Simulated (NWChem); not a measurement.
# doublet [SF4]+ at 4 levels

Aim: a comparison of 4 runs (UHF/STO-3G, UHF/3-21G, UB3LYP/6-31G*) of doublet [SF4]+. 

The results are computed with NWChem 7.3.0.

**1. The structure to begin with**

The species is [SF4]+ (5 atoms), meant as a doublet with charge +1. As SMILES of the parent species, `FS(F)(F)F`. The coordinates come from a PBE0-D4/def2-TZVP relaxation. That shape belongs to the parent species and isn't relaxed for this state.

Bond lengths: F1–S2 1.553 Å, S2–F3 1.649 Å, S2–F4 1.649 Å, S2–F5 1.553 Å. Angles: F1–S2–F3 87.6°, F1–S2–F4 87.6°, F1–S2–F5 101.3°, F3–S2–F4 172.5°, F3–S2–F5 87.6°, F4–S2–F5 87.6°.

**2. The energy at UHF/STO-3G (run 1)**

File geom.xyz:

```xyz
5
F4S
F     -0.561200    -0.228000     1.172800
S      0.064000    -0.357400    -0.243000
F      1.536700    -0.462000     0.491400
F     -1.440100    -0.077300    -0.858200
F      0.400600     1.124600    -0.563100
```

File geom.nw:

```
start geom
title "F4S"
memory total 2200 mb
charge 1

geometry units angstrom noautosym nocenter noautoz
   load format xyz geom.xyz
end

basis "ao basis" spherical bse
   * library STO-3G
end

scf
   nopen 1
   uhf
   thresh 1e-08
   maxiter 80
   print low
end

task scf energy
```

Launch:

```console
nwchem geom.nw > geom.out
```

Log:

```text
[...]
  functions       =    29
[...]
  wavefunction    = UHF
[...]
         Total SCF energy =   -784.808578896131
      One electron energy =  -1674.817291368552
      Two electron energy =    591.289651894968
 Nuclear repulsion energy =    298.719060577453
                       Sz =      0.5000
                 Sz(Sz+1) =      0.7500
                      S^2 =      0.8957
[...]
```

Wall time 2.5 s (1 thread of Intel Xeon 6975P-C (Granite Rapids), shared host); peak memory 0.094 GiB.

**3. A single-point energy at UHF/3-21G (run 2)**

File struct.nw:

```
start struct
memory stack 880 mb heap 220 mb global 1100 mb
charge 1

geometry units au noautosym nocenter noautoz
  F   -1.06051430  -0.43085756   2.21627080
  S    0.12094247  -0.67538812  -0.45920345
  F    2.90394214  -0.87305347   0.92861142
  F   -2.72139459  -0.14607583  -1.62176296
  F    0.75702429   2.12518600  -1.06410478
end

basis spherical bse
  * library 3-21G
end

scf
  doublet
  uhf
  thresh 1e-08
  maxiter 80
end

task scf
```

Launch:

```console
nwchem struct.nw > struct.out
```

Log:

```text
[...]
  functions       =    49
[...]
  wavefunction    = UHF
[...]
         Total SCF energy =   -790.539342052110
      One electron energy =  -1677.723477199588
      Two electron energy =    588.465096262491
 Nuclear repulsion energy =    298.719038884988
                       Sz =      0.5000
                 Sz(Sz+1) =      0.7500
                      S^2 =      0.8602
[...]
```

Run time: 2.6 s. Hardware: 1 thread of Intel Xeon 6975P-C (Granite Rapids), shared host; peak memory 0.096 GiB.

Run 3 isn't shown in full; the table further down has it.

**4. The energy at UB3LYP/6-31G(d) (Cartesian functions) (run 4)**

File run.py:

```python
from ase import Atoms
from ase.calculators.nwchem import NWChem

molecule = Atoms(['F', 'S', 'F', 'F', 'F'], positions=[
    [-0.561200, -0.228000, 1.172800],
    [0.064000, -0.357400, -0.243000],
    [1.536700, -0.462000, 0.491400],
    [-1.440100, -0.077300, -0.858200],
    [0.400600, 1.124600, -0.563100],
])

calc = NWChem(
    label='f4s',
    theory='dft',
    memory='2200 mb',
    basis='6-31G*',
    charge=1,
    dft={'xc': 'b3lyp', 'mult': '2', 'grid': 'xfine', 'convergence': 'energy 1e-08', 'iterations': '100', 'mulliken': None},
    task='energy',
)
molecule.calc = calc

e = molecule.get_potential_energy()
print(f"E = {e:.6f} eV")
```

Launch:

```console
export ASE_NWCHEM_COMMAND="nwchem PREFIX.nwi > PREFIX.nwo"
python run.py
```

Log:

```text
E = -21687.676788 eV
```

The calculator wrote f4s.nwi:

```
title "f4s"

permanent_dir f4s

scratch_dir f4s

start f4s

geometry units angstrom nocenter noautosym noautoz
  F  -5.6120000000000003e-01 -2.2800000000000001e-01 1.1728000000000001e+00
  S  6.4000000000000001e-02 -3.5740000000000000e-01 -2.4299999999999999e-01
  F  1.5367000000000000e+00 -4.6200000000000002e-01 4.9140000000000000e-01
  F  -1.4400999999999999e+00 -7.7299999999999994e-02 -8.5819999999999996e-01
  F  4.0060000000000001e-01 1.1246000000000000e+00 -5.6310000000000004e-01
end

charge 1

memory 2200 mb

basis noprint
   * library 6-31G*
end

dft
  xc b3lyp
  mult 2
  grid xfine
  convergence energy 1e-08
  iterations 100
  mulliken
end

task dft energy
```

f4s.nwo:

```text
Northwest Computational Chemistry Package (NWChem) 7.3.0
             --------------------------------------------------------

           Job information
           ---------------

    nwchem branch   = 7.3.0
    use scalapack   = T
    input           = f4s.nwi
    prefix          = f4s.
    data base       = f4s/f4s.db
    status          = startup
    nproc           =        1

           Memory information
           ------------------

    heap     =     72089600 doubles =      550.0 Mbytes
    stack    =     72089597 doubles =      550.0 Mbytes
    global   =    144179200 doubles =     1100.0 Mbytes (distinct from heap & stack)
    total    =    288358397 doubles =     2200.0 Mbytes
    verify   = yes
    hardfail = no

           Directory information
           ---------------------

  0 permanent = f4s
  0 scratch   = f4s

                                NWChem Input Module
                                -------------------

                                        f4s
                                        ---

[... 24 lines left out ...]
            Nuclear Dipole moment (a.u.)
[... 59 lines left out ...]
  convergence criterion.
[... 16 lines left out ...]
          Convergence on density requested:  1.00D-05
[... 22 lines left out ...]
          Spatial weights used:  Erf1
[... 3 lines left out ...]
          Convergence aids based upon iterative change in
[... 95 lines left out ...]
         Total DFT energy =     -797.007428012285
[... 1 line left out ...]
           Coulomb energy =      655.670252230163
[... 1 line left out ...]
 Nuclear repulsion energy =      298.719060577453
[... 559 lines left out ...]
                     DFT Final Beta Molecular Orbital Analysis
[... 632 lines left out ...]
   alpha     71     72     73     74     75     76     77     78     79
    beta     71     72     73     74     75     76     77     78     79
 overlap   1.000  1.000  1.000  1.000  1.000  1.000  1.000  1.000  1.000

     --------------------------
     Expectation value of S2:
     --------------------------
      <S2> =      0.7581 (Exact =     0.7500)

 center of mass
 --------------
 x =   0.01453302 y =  -0.08119111 z =  -0.05521333

 moments of inertia (a.u.)
 ------------------
         305.683239791803           3.852424579327         -73.433520931853
           3.852424579327         521.206040033316          62.574831653381
         -73.433520931853          62.574831653381         451.703198569716

     Multipole analysis of the density
     ---------------------------------

     L   x y z        total         alpha         beta         nuclear
     -   - - -        -----         -----         ----         -------
     0   0 0 0      1.000000    -26.000000    -25.000000     52.000000

     1   1 0 0      0.129292     -0.429984     -0.287321      0.846597
[... 8 lines of this table left out ...]
     2   0 0 2    -19.791214    -55.585715    -53.408857     89.203358

 Task  times  cpu:       32.0s     wall:       32.0s
 Total times  cpu:       32.0s     wall:       32.0s
```

Wall time 33 s (1 thread of Intel Xeon 6975P-C (Granite Rapids), shared host); peak memory 0.12 GiB.

**5. All runs side by side**

```csv
run,level,iteration cap,module,energy (Eh),⟨S²⟩,wall time
1,UHF/STO-3G,80,scf,-784.808579,0.896,2.5 s
2,UHF/3-21G,80,scf,-790.539342,0.860,2.6 s
3,UB3LYP/6-31G* (spherical functions),100,dft,-797.001077,0.758,31 s
4,UB3LYP/6-31G* (Cartesian functions),100,dft,-797.007428,0.758,33 s
```

**6. Outcome**

| quantity | value |
| --- | --- |
| run 4: total energy | -797.00743 Eh |
| run 4: HOMO energy (highest over α and β) | -18.80 eV |
| run 4: LUMO energy (lowest over α and β) | -15.34 eV |
| run 4: ⟨S²⟩ | 0.758 |

In run 1 the basis is minimal, so the values are rough. Spin contamination of the reference: run 1 ⟨S²⟩ = 0.90, run 2 ⟨S²⟩ = 0.86. All runs together took 69 s, the longest 33 s.
